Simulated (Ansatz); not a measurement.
The same calculation of C5H9Cl, SMILES CC(C)=C(C)Cl as a Python script and as an input file (the Python package of Ansatz (0.2.0)).

The script, `c5h9cl_energy.py`:
```python
from pathlib import Path
import json
import warnings

import ansatz as az
import numpy as np
import pandas as pd

config = {
    "basis_set": "def2-SVP",
    "xc": "PBE0",
}


def main() -> None:
    warnings.simplefilter("ignore", az.DeckWarning)

    c5h9cl = (
        az.Crystal.molecule()
        .atom("C", (-1.5442, -0.9266, -0.7446))
        .atom("C", (-0.4063, -0.1593, -0.1112))
        .atom("C", (-0.8841, 0.7604, 0.9861))
        .atom("C", (0.8885, -0.2678, -0.4825))
        .atom("C", (2.063, 0.4323, 0.1395))
        .atom("Cl", (1.3752, -1.3069, -1.7959))
        .atom("H", (-2.2401, -0.2325, -1.2281))
        .atom("H", (-1.2326, -1.6534, -1.4977))
        .atom("H", (-2.0921, -1.4817, 0.0248))
        .atom("H", (-0.1339, 1.4835, 1.3124))
        .atom("H", (-1.1969, 0.1753, 1.857))
        .atom("H", (-1.7432, 1.3457, 0.6392))
        .atom("H", (2.4107, 1.2401, -0.5129))
        .atom("H", (1.8424, 0.8571, 1.1212))
        .atom("H", (2.8937, -0.2662, 0.2927))
    )

    job = (
        c5h9cl.calculation()
        .basis(gaussian=config["basis_set"])
        .functional(config["xc"])
        .forces()
        .orbitals()
    )
    outcome = job.run(threads=1, runs_dir="runs")
    summary = outcome.report

    for key in ("converged", "free_energy_ev", "reference_energy_ev", "n_frozen", "n_occupied", "n_virtual"):
        print(f"{key:22s} {summary[key]}")

    symbols = [site.symbol for site in c5h9cl.cartesian_sites]
    forces = np.array(summary["forces_ev_ang"])
    print("largest force", round(float(np.linalg.norm(forces, axis=1).max()), 4), "eV/A, rms", round(float(np.sqrt((forces ** 2).mean())), 4))

    charges = summary["charge_distribution"]
    table = pd.DataFrame({"atom": symbols, "mulliken": charges["mulliken_charges_e"], "lowdin": charges["lowdin_charges_e"]})
    print(table.round(3).to_string())
    print("dipole (e A):", np.round(charges["dipole_moment_e_ang"], 4) + 0.0)

    lines = Path(summary["orbitals_path"]).read_text().splitlines()
    field_of = lambda key: [line.split("=")[1].strip() for line in lines if line.startswith(key)]
    orbitals = [(27.211386 * float(e), s, float(n)) for e, s, n in zip(field_of("Ene="), field_of("Spin="), field_of("Occup="))]
    homo = max(e for e, _, n in orbitals if n > 0.5)
    lumo = min(e for e, _, n in orbitals if n < 0.5)
    for e, spin, n in sorted(orbitals):
        if homo - 10 < e < lumo + 5:
            print(f"{spin:6s} {e:10.3f} eV  occupation {n:.0f}")
    with open("c5h9cl.json", "w") as handle:
        json.dump({k: summary[k] for k in ("free_energy_ev", "reference_energy_ev", "n_occupied", "n_virtual")}, handle, indent=1)


if __name__ == "__main__":
    main()
```

Output of `python c5h9cl_energy.py`:
```text
converged              True
free_energy_ev         -17836.019674778145
reference_energy_ev    -17836.019674778145
n_frozen               0
n_occupied             [28, 28]
n_virtual              [105, 105]
largest force 0.7271 eV/A, rms 0.2165
   atom  mulliken  lowdin
0     C     0.005   0.042
1     C    -0.209  -0.163
2     C    -0.001   0.057
3     C    -0.145  -0.270
4     C     0.033   0.016
5    Cl    -0.123   0.240
6     H     0.050   0.014
7     H     0.045  -0.009
8     H     0.046   0.013
9     H     0.039   0.001
10    H     0.055   0.017
11    H     0.046   0.013
12    H     0.063   0.016
13    H     0.043   0.006
14    H     0.055   0.009
dipole (e A): [-0.1348  0.212   0.2748]
Alpha     -14.174 eV  occupation 2
Alpha     -13.262 eV  occupation 2
Alpha     -12.572 eV  occupation 2
Alpha     -12.514 eV  occupation 2
Alpha     -11.761 eV  occupation 2
Alpha     -10.958 eV  occupation 2
Alpha     -10.909 eV  occupation 2
Alpha     -10.735 eV  occupation 2
Alpha     -10.315 eV  occupation 2
Alpha      -9.770 eV  occupation 2
Alpha      -9.399 eV  occupation 2
Alpha      -8.380 eV  occupation 2
Alpha      -6.503 eV  occupation 2
Alpha       0.488 eV  occupation 0
Alpha       1.842 eV  occupation 0
Alpha       1.974 eV  occupation 0
Alpha       2.586 eV  occupation 0
Alpha       3.419 eV  occupation 0
Alpha       3.674 eV  occupation 0
Alpha       3.864 eV  occupation 0
Alpha       4.289 eV  occupation 0
Alpha       4.469 eV  occupation 0
Alpha       4.756 eV  occupation 0
Alpha       4.929 eV  occupation 0
```

`input.yaml`:
```yaml
crystal:
  periodic: [false, false, false]
  atoms:
    - { symbol: C, position_ang: [-1.5442, -0.9266, -0.7446] }
    - { symbol: C, position_ang: [-0.4063, -0.1593, -0.1112] }
    - { symbol: C, position_ang: [-0.8841, 0.7604, 0.9861] }
    - { symbol: C, position_ang: [0.8885, -0.2678, -0.4825] }
    - { symbol: C, position_ang: [2.063, 0.4323, 0.1395] }
    - { symbol: Cl, position_ang: [1.3752, -1.3069, -1.7959] }
    - { symbol: H, position_ang: [-2.2401, -0.2325, -1.2281] }
    - { symbol: H, position_ang: [-1.2326, -1.6534, -1.4977] }
    - { symbol: H, position_ang: [-2.0921, -1.4817, 0.0248] }
    - { symbol: H, position_ang: [-0.1339, 1.4835, 1.3124] }
    - { symbol: H, position_ang: [-1.1969, 0.1753, 1.857] }
    - { symbol: H, position_ang: [-1.7432, 1.3457, 0.6392] }
    - { symbol: H, position_ang: [2.4107, 1.2401, -0.5129] }
    - { symbol: H, position_ang: [1.8424, 0.8571, 1.1212] }
    - { symbol: H, position_ang: [2.8937, -0.2662, 0.2927] }
basis:
  gaussian:
    orbitals: def2-SVP
hamiltonian:
  xc: pbe0
output:
  orbitals: {}
  forces: true
```

Reading the output:
- Total energies depend on the basis set; only differences at equal settings carry meaning.
- The geometry is a force-field or estimated start, not a minimum of this method, and the basis set is short of its limit.
- The Löwdin charges here are taken after orthogonalising the functions within each atom; they differ from plain Löwdin charges, and their signs can be unphysical.
- Alpha marks a spatial orbital of a restricted run, filled by both spins.
- Levels such as HOMO and LUMO are orbital energies: with these approximate functionals they aren't the ionisation energy and electron affinity, and their gap isn't the fundamental gap.
- Hardware and time: 8.8 s on 1 thread of Arm Neoverse V1, with other jobs on the host, peak memory 0.41 GiB.
